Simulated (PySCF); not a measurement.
Species: 2-methoxyacetamide, C3H7NO2.
SMILES: `COCC(N)=O`

Torsions of this conformer, `[CH3:1][O:2][CH2:3][C:4]([NH2:5])=[O:6]`: C1–O2–C3–C4 180°, O2–C3–C4–N5 0°, H–N5–C4–C3 180°, H–N5–C4–C3 0°.

The closed-shell ground state was solved at several levels (PySCF, density fitting, gas phase, non-relativistic). Isolated species at its GFN2-xTB geometry (one conformer only).

```tsv
level	basis functions	total energy (Eh)	HOMO (eV)	LUMO (eV)	gap (eV)	dipole (D)
B3LYP/pcJ-1	232	-323.7527	-7.01	0.74	7.75	3.76
B3LYP/def2-SVPD	182	-323.5249	-7.20	0.21	7.41	3.83
```

(1) What might PBE0/pcSseg-1 (137 basis functions) give for the same quantities?

(2) Over all these levels, which gives the widest orbital gap and which the narrowest?

(3) How far do the dipole and the HOMO energy spread over the levels?

Answers

(1) Total energy -323.3393 Eh, HOMO -7.30 eV, LUMO 1.01 eV, gap 8.31 eV, dipole 3.76 D.

(2) PBE0/pcSseg-1 (global hybrid, 25 % exact exchange) has the widest, 8.31 eV, and B3LYP/def2-SVPD (global hybrid, 20 % exact exchange) the narrowest, 7.41 eV. Functional and basis both differ between the two, so the spread mixes both effects.

(3) The dipole runs from 3.76 to 3.83 D (mean 3.78 D) and the HOMO from -7.30 to -7.01 eV.
